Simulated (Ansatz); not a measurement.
# H₂O₂ (triplet): wave-function methods side by side at distance O1–H3 along a hydrogen transfer = 1.360 Å, cc-pVDZ

How much of the correlation energy of H₂O₂ (triplet) does each wave-function method recover here?

Method: cc-pVDZ, core rule «outside noble gas», up to 2 orbitals frozen; program: Ansatz 0.2.0, Gaussian basis.

Plan: UHF; CCSD(T) on ROHF; CCSD(T) on UHF; BCCD(T) on ROHF; CISD; CCSDT(Q) on ROHF; CCSDT(Q) on UHF; CASSCF and MRCISD+Q, 4 electrons in 4 orbitals; CASSCF and NEVPT2, 4 electrons in 4 orbitals; CASSCF and MRCISD+Q, 14 electrons in 10 orbitals; CASSCF and NEVPT2, 14 electrons in 10 orbitals.

4 further runs of the same task are left out: 3 that didn't finish, 1 set aside as unsound or not needed.

## (1) The geometry

The geometry derives from fragments relaxed apart (PBE0/def2-TZVP) and kept rigid, so it is no stationary point. A hydrogen atom is moved between rigid fragments.

4 atoms, charge 0, spin multiplicity 3.

Atoms are counted from 1 here; the program's logs count them from 0.

Bond lengths: O1–H2 0.960 Å, H3–O4 1.150 Å.

As a file:

```
O    -1.21354   -0.02746    0.00000
H    -1.46284    0.89912    0.00000
H     0.14647   -0.02746    0.00000
O     1.29646   -0.02746    0.00000
```

## (2) UHF

Input file in.yaml:

```yaml
crystal:
  periodic: [false, false, false]
  atoms:
    - {symbol: O, position_ang: [-1.213535, -0.027457, 0.000000]}
    - {symbol: H, position_ang: [-1.462844, 0.899119, 0.000000]}
    - {symbol: H, position_ang: [0.146465, -0.027457, 0.000000]}
    - {symbol: O, position_ang: [1.296465, -0.027457, 0.000000]}
basis:
  gaussian: {orbitals: cc-pVDZ}
magnetization: {spin_polarized: true, initial_magnetization: 2}
hamiltonian: {xc: hf}
output: {orbitals: {seedname: orbitals}}
```

Started as:

```console
$ ansatz run in.yaml --threads 1 --pin off --events-out ev --progress --plain --max-ram 2393MiB
```

The runs that follow: CCSD(T) on ROHF; CCSD(T) on UHF; BCCD(T) on ROHF; CISD; CCSDT(Q) on ROHF; CCSDT(Q) on UHF; CASSCF and MRCISD+Q, 4 electrons in 4 orbitals; CASSCF and NEVPT2, 4 electrons in 4 orbitals; CASSCF and MRCISD+Q, 14 electrons in 10 orbitals; CASSCF and NEVPT2, 14 electrons in 10 orbitals.

Q: Predict the results of all the runs planned. Wanted: UCCSDT(Q) below the RHF energy; RMP2 from UCCSDT(Q); UMP2 from UCCSDT(Q); RCCSD from UCCSDT(Q); RCCSD(T) from UCCSDT(Q); UCCSD(T) from UCCSDT(Q); RCCSDT(Q) from UCCSDT(Q); NEVPT2 pair from UCCSDT(Q); MRCISD+Q pair from UCCSDT(Q).

**Answer**, as computed:

```
                         quantity                                value
   UCCSDT(Q) below the RHF energy                           -9.8137 eV
              RMP2 from UCCSDT(Q)                      +25.61 kcal/mol
              UMP2 from UCCSDT(Q)                      +24.58 kcal/mol
             RCCSD from UCCSDT(Q)                       +4.92 kcal/mol
          RCCSD(T) from UCCSDT(Q)                       +1.09 kcal/mol
          UCCSD(T) from UCCSDT(Q)                       +0.98 kcal/mol
         RCCSDT(Q) from UCCSDT(Q)                       +0.04 kcal/mol
       NEVPT2 pair from UCCSDT(Q)                      +20.20 kcal/mol
     MRCISD+Q pair from UCCSDT(Q)                       +3.00 kcal/mol
    NEVPT2 valence from UCCSDT(Q)                      +34.42 kcal/mol
levels within 1 kcal/mol (43 meV)  UCCSD(T), RCCSDT, UCCSDT, RCCSDT(Q)
                    T1 diagnostic                                0.042
   effectively unpaired electrons                                 2.01
```

In words: RCCSD(T) misses by +1.09 kcal/mol, 0.5 % of the correlation energy. The occupations are near whole numbers, but T1 = 0.042 shows that the orbitals relax strongly. Of the multireference levels listed MRCISD+Q pair comes nearest in total energy (+3.00 kcal/mol), which doesn't show that its space is the better one. Coupled cluster took another determinant than the lowest Hartree-Fock one. These misses are within one basis, not against nature; the frozen cores of restricted and unrestricted runs differ, which can shift their rows.
